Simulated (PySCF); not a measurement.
# SiSH2: singlet, from a PBE0 minimum start

Aim: relax SiSH2 as a singlet from a PBE0 minimum start, check by its vibrations whether the end is a minimum, and collect its spectrum and constants.

Program: PySCF 2.14.0. Level of theory: PBE0, basis Si def2-TZVP, S def2-TZVP, H def2-TZVP, no relativity, density fitting. These are calculated values, not measurements.

## Step 1: The system as given

4 atoms, charge 0, spin multiplicity 1.

Bond lengths: Si1–S2 1.938 Å, Si1–H3 1.485 Å, Si1–H4 1.485 Å. Angles: S2–Si1–H3 125.0°, S2–Si1–H4 125.0°, H3–Si1–H4 109.9°.

Coordinates in bohr (charge 0 multiplicity 1):
```
Si    1.6742    0.0000    0.7563
S    -1.6631    0.0000   -0.7513
H     2.1961    0.0000    3.5139
H     4.0884    0.0000   -0.6749
```

## Step 2: First SCF at the start

The steps below are one call of a driver around PySCF. For each, scf.py gives the equivalent set-up of the SCF; relaxations use the driver's own optimiser. After this first run the driver tries any further starts and a stability analysis.

The input, scf.py:

```python
from pyscf import gto, scf, dft
mol = gto.M(atom='''
Si     0.885937     0.000000     0.400229
S     -0.880062    -0.000000    -0.397575
H      1.162106     0.000000     1.859497
H      2.163487     0.000000    -0.357135''',
    basis={'Si': 'def2-TZVP', 'S': 'def2-TZVP', 'H': 'def2-TZVP'},
    charge=0, spin=0)
mf = dft.RKS(mol, xc='PBE0')
mf.grids.atom_grid = (50, 194)
aux = {'Si': 'def2-universal-JKFIT', 'S': 'def2-universal-JKFIT', 'H': 'def2-universal-JKFIT'}
mf = mf.density_fit(auxbasis=aux)
mf.conv_tol = 1e-08
mf.diis_space = 10
mf.max_cycle = 60
mf.init_guess = 'minao'
mf.verbose = 4
mf.kernel()
```

Run with:

```
> OMP_NUM_THREADS=2 python axn.py task.json out
```

What it wrote:

```text
init E= -688.65896848469
  HOMO = -0.301563913442994  LUMO = -0.118843255005341  gap/eV = 4.97208
cycle= 1 E= -688.590682493107  delta_E= 0.0683  |g|= 0.363  |ddm|= 1.61
  HOMO = -0.193234404279895  LUMO = -0.0935582491569882  gap/eV = 2.71233
cycle= 2 E= -688.429419532084  delta_E= 0.161  |g|= 0.771  |ddm|= 1.08
  HOMO = -0.260241938075964  LUMO = -0.0939390736038064  gap/eV = 4.52533
cycle= 3 E= -688.639631560954  delta_E= -0.21  |g|= 0.0344  |ddm|= 0.739
  HOMO = -0.266318655722817  LUMO = -0.0970973986626475  gap/eV = 4.60474
cycle= 4 E= -688.639821365839  delta_E= -0.00019  |g|= 0.0199  |ddm|= 0.0425
  HOMO = -0.265080234536679  LUMO = -0.0950878561781359  gap/eV = 4.62573
cycle= 5 E= -688.639950737395  delta_E= -0.000129  |g|= 0.00343  |ddm|= 0.0177
  HOMO = -0.265692027681798  LUMO = -0.0951552161576217  gap/eV = 4.64054
cycle= 6 E= -688.639953868435  delta_E= -3.13e-06  |g|= 0.000487  |ddm|= 0.00346
  HOMO = -0.265640927828002  LUMO = -0.0950836620275197  gap/eV = 4.64110
cycle= 7 E= -688.639953916127  delta_E= -4.77e-08  |g|= 0.000118  |ddm|= 0.000623
  HOMO = -0.265667341057792  LUMO = -0.095104790371856  gap/eV = 4.64124
cycle= 8 E= -688.639953920915  delta_E= -4.79e-09  |g|= 3.27e-05  |ddm|= 0.00017
  HOMO = -0.26567274173242  LUMO = -0.0950991300286859  gap/eV = 4.64154
Extra cycle  E= -688.639953920353  delta_E= 5.62e-10  |g|= 5.25e-05  |ddm|= 8.79e-05
converged SCF energy = -688.639953920353
```

This step, with its further starts and checks, ran for 5 s (2 threads of Arm Neoverse N1, shared host).

No lower closed-shell solution turned up in the test of internal stability.

## Step 3: PBE0 minimum start, singlet: relaxation

The program finds C2v symmetry in the start, which this walk keeps. The walk stops when the largest gradient is under 0.0003 Eh/bohr and the energy has settled too.

scf.py: that of step 2 with these lines changed.

```diff
@@ -4 +4 @@
-S     -0.880062    -0.000000    -0.397575
+S     -0.880062     0.000000    -0.397575
@@ -16 +15,0 @@
-mf.init_guess = 'minao'
```

The optimiser's trace:

```csv
step,energy (Eh),change (kJ/mol),largest symmetric gradient (Eh/bohr)
0,-688.639954,0.00,0.00005
```

The walk took 1.2 s.

After 0 steps and 0.0 kJ/mol it ends at C2v: Si–H 1.485 Å (×2), Si–S 1.938 Å; H–Si–H 109.9°, H–Si–S 125.0° (×2).

## Step 4: Hessian and properties

The point is checked on the finer grid, and tightened if its gradient asks for it. The Hessian and the dipole derivatives come from central differences of analytic gradients, with steps of 0.02 bohr.

scf.py: that of step 3 with these lines changed.

```diff
@@ -3,4 +3,4 @@
-Si     0.885937     0.000000     0.400229
-S     -0.880062     0.000000    -0.397575
-H      1.162106     0.000000     1.859497
-H      2.163487     0.000000    -0.357135''',
+Si     0.885922     0.000000     0.400222
+S     -0.880217     0.000000    -0.397645
+H      1.162185     0.000000     1.859549
+H      2.163578     0.000000    -0.357110''',
@@ -10 +10 @@
-mf.grids.atom_grid = (50, 194)
+mf.grids.atom_grid = (75, 302)
@@ -13 +13 @@
-mf.conv_tol = 1e-08
+mf.conv_tol = 1e-10
```

The driver hands on the density of the step before, so the log starts near convergence.

SCF at the final geometry:

```text
init E= -688.639957179767
  HOMO = -0.265663851106563  LUMO = -0.0951172885115135  gap/eV = 4.64081
cycle= 1 E= -688.639957179754  delta_E= 1.24e-11  |g|= 6.26e-06  |ddm|= 8.97e-06
  HOMO = -0.265665697759847  LUMO = -0.0951171596493587  gap/eV = 4.64086
Extra cycle  E= -688.639957179722  delta_E= 3.23e-11  |g|= 1.17e-05  |ddm|= 1.64e-05
converged SCF energy = -688.639957179722
```

The whole step took 31 s.

Geometry: C2v; Si–H 1.485 Å (×2), Si–S 1.938 Å; H–Si–H 109.9°, H–Si–S 125.0° (×2).

Harmonic modes (main isotopes):

| symmetry | ω (cm⁻¹) | IR (km/mol) | μ (u) | type |
| --- | --- | --- | --- | --- |
| b2 | 619 | 19.2 | 1.16 | bend |
| b1 | 642 | 19.1 | 1.16 | bend |
| a1 | 740 | 23.4 | 11.00 | stretch |
| a1 | 1003 | 122 | 1.08 | bend |
| a1 | 2222 | 71.7 | 1.03 | stretch |
| b2 | 2234 | 97.9 | 1.06 | stretch |

Every mode is real; the point is a minimum.

Constants and moments:

| Quantity | Value |
| --- | --- |
| Dipole moment | 2.70 D |
| Highest occupied level | -7.23 eV |
| Lowest empty level | -2.59 eV |
| Rotational constants | 5.654, 0.2677, 0.2556 cm⁻¹ |
| Zero-point energy | 44.6 kJ/mol |
| Principal polarisabilities | 31.3, 38.3, 63.3 bohr³ |
| Atomisation energy without zero-point energy | 1089 kJ/mol |
| Principal traceless quadrupole moments about the centre of mass | -2.47, 0.99, 1.48 D Å |
| Entropy at 298.15 K and 1 bar | 247.1 J/(mol K) |
| Heat capacity Cp at 298.15 K | 46.1 J/(mol K) |
| Enthalpy at 298.15 K above 0 K | 11.02 kJ/mol |
| Rotational symmetry number | 2 |

Charges (e) and bond orders:

```tsv
atom	Mulliken	Löwdin	polar tensor	Mayer order to Si1
Si1	0.28	-0.01	0.87	–
S2	-0.31	0.10	-0.49	2.23
H3,4	0.01	-0.04	-0.19	0.91
```

Outer orbital energies (eV). occupied: -100.91, -100.91, -19.70, -14.56, -10.90, -9.77, -8.09, -7.23; empty: -2.59, 0.02, 1.19, 2.15.

Mulliken populations on Si1: s 5.28, p 8.08, d 0.33, f 0.03.

## Step 5: Summary of results

```
                                 quantity                                                               value
                                  minimum                                                        singlet, C2v
                                 geometry  Si–H 1.485 Å (×2), Si–S 1.938 Å; H–Si–H 109.9°, H–Si–S 125.0° (×2)
                       wavenumbers (cm⁻¹)       619 (b2), 642 (b1), 740 (a1), 1003 (a1), 2222 (a1), 2234 (b2)
                            dipole moment                                                              2.70 D
     highest occupied, lowest empty level                                                     -7.23, -2.59 eV
               polar-tensor charge of Si1                                                             +0.87 e
                        zero-point energy                                                         44.6 kJ/mol
                      entropy at 298.15 K                                                     247.1 J/(mol K)
atomisation energy (no zero-point energy)                                                         1089 kJ/mol
```

In words: The molecule stays C2v, as typed, and the end point is a minimum. In the infrared the band at 1003 cm⁻¹ (a1, bend) leads. Only this shape and spin were tried, so other structures or states may lie lower.

The search up to here took 37 s.
